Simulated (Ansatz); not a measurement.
Process, species as SMILES: ClC=C → [CH]=C (CH-CH2) + Cl atom
B3LYP-D3(BJ)/def2-TZVP geometries, fixed; electronic energies without zero-point terms.

How fast the bond dissociation energy converges with the basis for several methods (Ansatz, a quantum-chemistry and plane-wave program): deviation from each method's own reference, in kcal/mol. References: B2PLYP 95.67 kcal/mol, the value in aug-pcseg-3; B3LYP 92.40 kcal/mol, the value in aug-pcseg-3; CCSD(T) 98.52 kcal/mol, Hartree-Fock in cc-pV(Q+d)Z plus the correlation part extrapolated as X^-3 from cc-pV(T+d)Z and cc-pV(Q+d)Z; HF 61.18 kcal/mol, the value in aug-pcseg-3; MP2 110.72 kcal/mol, Hartree-Fock in aug-cc-pV(Q+d)Z plus the correlation part extrapolated as X^-3 from aug-cc-pV(T+d)Z and aug-cc-pV(Q+d)Z; PBE 99.64 kcal/mol, the value in aug-pcseg-3. Cartesian d functions, on some or all atoms, in 6-311G**, 6-311+G**; all else is spherical. In correlated methods cores are frozen. An unrestricted Hartree-Fock determinant is markedly spin-contaminated. Open shells are unrestricted. No added dispersion term, no relativity. 

```
basis              functions  B2PLYP  B3LYP  CCSD(T)  HF     MP2    PBE
-----------------  ---------  ------  -----  -------  --  ------  -----
def2-SV(P)                52   -2.78   0.35    -9.01   …  -11.51   0.52
cc-pV(D+d)Z               66   -2.34   0.30    -8.19   …  -10.29   0.50
6-311G**                  81   -3.56  -1.71    -7.51   …  -10.21  -1.64
6-311+G**                 93   -3.63  -2.06    -6.95   …   -9.91  -2.02
def2-TZVP                117   -0.95  -0.04    -4.07   …   -4.83   0.12
6-311++G(2d,2p)          119   -2.23  -0.61    -6.47   …   -8.12  -0.25
def2-TZVPPD              176   -0.62   0.02    -3.16   …   -3.86   0.14
6-311++G(3df,3pd)        179   -0.08   0.59    -2.53   …   -3.56   0.62
aug-pcseg-2              211   -0.53  -0.20    -2.39   …   -3.35  -0.15
cc-pV(Q+d)Z              264   -0.13   0.03    -1.61   …   -2.07   0.10
def2-QZVPP               274   -0.22  -0.12    -1.62   …   -2.08  -0.09
pcseg-3                  283   -0.08   0.01    -1.46   …   -2.00   0.01
```

Question: Complete the blanks.

Answer: 
- def2-SV(P), HF: -1.88
- cc-pV(D+d)Z, HF: -1.15
- 6-311G**, HF: -1.62
- 6-311+G**, HF: -1.49
- def2-TZVP, HF: -0.33
- 6-311++G(2d,2p), HF: -0.62
- def2-TZVPPD, HF: -0.10
- 6-311++G(3df,3pd), HF: 0.62
- aug-pcseg-2, HF: 0.10
- cc-pV(Q+d)Z, HF: -0.16
- def2-QZVPP, HF: -0.20
- pcseg-3, HF: 0.03

Mean absolute deviation over 6-311G**, 6-311+G**, def2-TZVP, 6-311++G(2d,2p), def2-TZVPPD, 6-311++G(3df,3pd), aug-pcseg-2: HF 0.70, PBE 0.70, B3LYP 0.75, B2PLYP 1.66, CCSD(T) 4.73, MP2 6.26 kcal/mol.
